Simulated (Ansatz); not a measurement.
**BNH (doublet): wave-function methods side by side, cc-pVTZ**

An exercise on one series of results from a longer session: the logs are not shown, and one member is left open.

Method: cc-pVTZ, core rule «outside noble gas», up to 2 orbitals frozen; program: Ansatz 0.2.0, Gaussian basis.

Plan: UHF; CCSD(T) on ROHF; CCSD(T) on UHF; BCCD(T) on ROHF; CCSDT(Q) on ROHF; CCSDT(Q) on UHF; CASSCF and MRCISD+Q, 9 electrons in 9 orbitals; CASSCF and NEVPT2, 9 electrons in 9 orbitals.

5 further runs of the same task are left out: 2 for a known fault of the program, 3 set aside as unsound or not needed.

## The system

The geometry is a PBE0/def2-TZVP stationary point (not a proven minimum).

3 atoms, charge 0, spin multiplicity 2.

Atoms are counted from 1 here; the program's logs count them from 0.

Bond lengths: B1–N2 1.234 Å, N2–H3 0.993 Å. Angles: B1–N2–H3 180.0°.

The first run:

File in.yaml:

```yaml
crystal:
  periodic: [false, false, false]
  atoms:
    - {symbol: B, position_ang: [0.000000, 0.000000, 1.153245]}
    - {symbol: N, position_ang: [0.000000, 0.000000, -0.080303]}
    - {symbol: H, position_ang: [0.000000, 0.000000, -1.072942]}
basis:
  gaussian: {orbitals: cc-pVTZ}
magnetization: {spin_polarized: true, initial_magnetization: 1}
hamiltonian: {xc: hf}
output: {orbitals: {seedname: orbitals}}
```

Started as:

```
ansatz run in.yaml --threads 1 --pin off --events-out ev --progress --plain --max-ram 2816MiB --backend cpu
```

Steps of the session up to this table: UHF; CCSD(T) on ROHF; CCSD(T) on UHF; BCCD(T) on ROHF; CCSDT(Q) on ROHF; CCSDT(Q) on UHF; CASSCF and MRCISD+Q, 9 electrons in 9 orbitals; CASSCF and NEVPT2, 9 electrons in 9 orbitals.

One of the session's tables, all rows but one given; the rest of the session is left out.

It belongs to the step «Misses and costs». 

```
          method  from UCCSDT(Q) (meV)
            ROHF               +8123.4
             UHF               +7995.8
            RMP2                +650.2
            UMP2                +708.9
           RCCSD                +417.5
           UCCSD                +416.1
        RCCSD(T)                 +36.5
        UCCSD(T)                 +43.9
         BCCD(T)                 +38.5
          RCCSDT                 +26.5
          UCCSDT                 +26.8
       RCCSDT(Q)                     ?
       UCCSDT(Q)                     0
  CASSCF valence               +4563.7
  NEVPT2 valence                +951.2
  MRCISD valence                +271.5
MRCISD+Q valence                 +68.2
```

Estimate the missing values for RCCSDT(Q).

**Answer.** from UCCSDT(Q) (meV): +3.6. In the column «from UCCSDT(Q) (meV)» it lies between UCCSDT(Q) (0) and RCCSDT (+26.5).

Limits of these values: Restricted and unrestricted rows rest on different reference determinants; where their highest levels disagree by more than a few hundredths of an eV, they describe different states and don't form one ladder.
